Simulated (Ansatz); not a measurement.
This was printed by a script on Ansatz's Python interface, for a single point in a Gaussian basis of C₄H₃O₂ (charge -1), SMILES C#CCC(=O)[O-]. What did the script look like? Use: B3LYP, def2-SVPD basis, multiplicity 1.

```yaml
atoms:
  - { symbol: C, position_ang: [1.9194, 0.3802, -0.9710] }
  - { symbol: C, position_ang: [0.9436, -0.0686, -0.4336] }
  - { symbol: C, position_ang: [-0.2536, -0.6254, 0.2267] }
  - { symbol: C, position_ang: [-1.3139, 0.4382, 0.5452] }
  - { symbol: O, position_ang: [-2.1848, 0.6246, -0.3547] }
  - { symbol: O, position_ang: [-1.2204, 0.9743, 1.6884] }
  - { symbol: H, position_ang: [2.7752, 0.7969, -1.4462] }
  - { symbol: H, position_ang: [-0.7033, -1.3945, -0.4126] }
  - { symbol: H, position_ang: [0.0379, -1.1257, 1.1579] }
```

Output of `python run_energy.py`:
```text
reference energy     -8285.031157 eV
total energy         -8285.031157 eV
occupied orbitals outside the frozen core (up, down): [22, 22]  frozen: 0  virtual: [128, 128]
<S^2> = 0.0  all-electron relativity setting: none
passes: {'evaluations': 17, 'products': 15}
occupied orbitals by irrep: [{'A': 22}, {'A': 22}]
```

One script that gives this output:

`run_energy.py`:
```python
'''Single point of C4H3O2(-).'''

import warnings

import ansatz as az
from ase import Atoms

warnings.simplefilter('ignore', az.DeckWarning)

atoms = Atoms(['C', 'C', 'C', 'C', 'O', 'O', 'H', 'H', 'H'], positions=[
    [1.9194, 0.3802, -0.971],
    [0.9436, -0.0686, -0.4336],
    [-0.2536, -0.6254, 0.2267],
    [-1.3139, 0.4382, 0.5452],
    [-2.1848, 0.6246, -0.3547],
    [-1.2204, 0.9743, 1.6884],
    [2.7752, 0.7969, -1.4462],
    [-0.7033, -1.3945, -0.4126],
    [0.0379, -1.1257, 1.1579],
])
mol = az.Crystal.molecule_from_ase(atoms)

calculation = (
    mol.calculation()
    .basis(gaussian='def2-SVPD')
    .functional('B3LYP')
    .charge(-1)
)
done = calculation.run(threads=1, pin='off')
data = done.report

print('reference energy %16.6f eV' % data['reference_energy_ev'])
print('total energy     %16.6f eV' % data['free_energy_ev'])
print('occupied orbitals outside the frozen core (up, down):', data['n_occupied'], ' frozen:', data['n_frozen'], ' virtual:', data['n_virtual'])

field = data['mean_field']
print('<S^2> =', round(abs(field['state']['spin_squared']), 4), ' all-electron relativity setting:', field['relativity'])
print('passes:', field['passes'])
if 'symmetry' in field:
    print('occupied orbitals by irrep:', field['symmetry']['occupied'])
```

Total energies depend on the basis set; only differences at equal settings carry meaning. The geometry is a force-field or estimated start, not a minimum of this method, and the basis set is short of its limit. b3lyp holds the VWN-RPA fit, as in Gaussian; the form of ORCA and Turbomole is b3lyp5. Finished in 4.4 s on 1 thread of Arm Neoverse V2, with other jobs on the host, peak memory 0.31 GiB.

(A comment or docstring line of the script was reworded after the run, the code is as it ran; lines on the test bed's own set-up are left out of the output.)
